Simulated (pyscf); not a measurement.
Single points on ωB97X-D3(BJ)/def2-SVP structures (PySCF, gas phase).

Task: `[NH2][Ta]([Cl])([Cl])([Cl])[Cl]` + `[OH2]` → `[NH2][Ta]([OH])([Cl])([Cl])[Cl]` + `[ClH]`
Surface: singlet. Broken: Cl–Ta, H–O. Formed: O–Ta, Cl–H. Give ΔE‡ and ΔE from ωB97M-D3(BJ)/def2-TZVP, relative to the separated reactants.

Result: ΔE‡ = 11.5 kcal/mol, ΔE = +0.2 kcal/mol. Zero-point energy shifts the barrier by -1.7 kcal/mol. It is a four-centre exchange, with an imaginary mode of 740i cm⁻¹. On the reactant side the descent ends in an adduct with a O–Ta contact (not fully relaxed), 16.3 kcal/mol under the separated species and 27.2 kcal/mol under the saddle at ωB97X-D3(BJ)/def2-TZVP. On the product side the descent ends in a complex (not fully relaxed), 6.3 kcal/mol under the separated species and 13.3 kcal/mol under the saddle at ωB97X-D3(BJ)/def2-TZVP. What is counted as formed (O–Ta) is already present as a longer contact in the reactant adduct; forming that adduct is a step of its own. This is the saddle that the search found; another between the same sides may lie lower. Elements past Kr carry the def2 core potentials, without spin-orbit coupling.
